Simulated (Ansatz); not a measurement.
```xyz
9

C     0.978   -0.981   -0.124
S     0.543    0.568   -0.931
C    -0.902    0.979    0.056
F    -1.866    0.055   -0.021
F    -1.398    2.131   -0.389
F    -0.621    1.124    1.356
H     1.867   -1.342   -0.641
H     0.181   -1.715   -0.232
H     1.218   -0.820    0.926
```

Charge 0, multiplicity 1.

Q: List the r2SCAN/def2-TZVPP orbital energies in eV (Ansatz). (An estimate is asked.)

A: The calculation gave: Occupied: -2409.82, -667.53, -667.43, -667.43, -280.42, -274.31, -214.23, -158.34, -158.24, -158.05, -35.06, -32.69, -32.54, -21.53, -18.80, -16.99, -15.47, -15.40, -13.98, -12.00, -11.97, -11.47, -11.46, -10.94, -10.76, -10.29, -9.91, -8.82, -6.47. Lowest empty: -0.65, 1.03, 1.70, 2.05, 2.06, 3.54, 3.61, 4.06.
